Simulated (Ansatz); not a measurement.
**NaH2− (singlet): the correlation ladder at angle H2–Na1–H3 = 140.7°, aug-cc-pVTZ**

The task here is to estimate one member of a computed series from the others.

Program: Ansatz 0.2.0, Gaussian basis. Level of theory: aug-cc-pVTZ, core rule «outside noble gas», up to 5 orbitals frozen. These are calculated values, not measurements.

To be run: UHF; CCSD(T) on RHF; BCCD(T) on RHF; CCSDT(Q) on RHF; Full CI.

17 further runs of the same task are left out: 7 for a known fault of the program, 8 that didn't finish, 2 set aside as unsound or not needed. Runs told in other sessions of the task aren't counted.

## The geometry

The geometry derives from a PBE0/def2-TZVPD stationary point (not a proven minimum). One angle is set to the value named; bond lengths are kept.

3 atoms, charge -1, spin multiplicity 1.

Atoms are counted from 1 here; the program's logs count them from 0.

Bond lengths: Na1–H2 2.066 Å, Na1–H3 2.066 Å. Angles: H2–Na1–H3 140.7°.

Set-up of the first run:

Input file in.yaml:

```yaml
crystal:
  periodic: [false, false, false]
  atoms:
    - {symbol: Na, position_ang: [-0.056001, 0.000000, 0.000000]}
    - {symbol: H, position_ang: [0.638659, 0.000000, -1.945459]}
    - {symbol: H, position_ang: [0.638659, 0.000000, 1.945459]}
basis:
  gaussian: {orbitals: aug-cc-pVTZ}
total_charge: -1
magnetization: {spin_polarized: true, initial_magnetization: 0}
hamiltonian: {xc: hf}
output: {orbitals: {seedname: orbitals}}
```

On the command line:

```sh
$ ansatz run in.yaml --threads 1 --pin off --events-out ev --progress --plain --max-ram 2393MiB
```

Steps of the session up to this table: UHF; CCSD(T) on RHF; BCCD(T) on RHF; CCSDT(Q) on RHF; Full CI.

One of the session's tables, all rows but one given; the rest of the session is left out.

| method | from FCI (meV) |
| --- | --- |
| RHF | +2026.7 |
| RMP2 | +479.1 |
| RCCSD | +10.8 |
| RCCSD(T) | ? |
| BCCD(T) | +3.5 |
| RCCSDT | +0.4 |
| RCCSDT(Q) | +0.1 |
| FCI | 0 |

Estimate the missing values for RCCSD(T).

The run gave: from FCI (meV): +3.6. In the column «from FCI (meV)» it lies between BCCD(T) (+3.5) and RCCSD (+10.8).
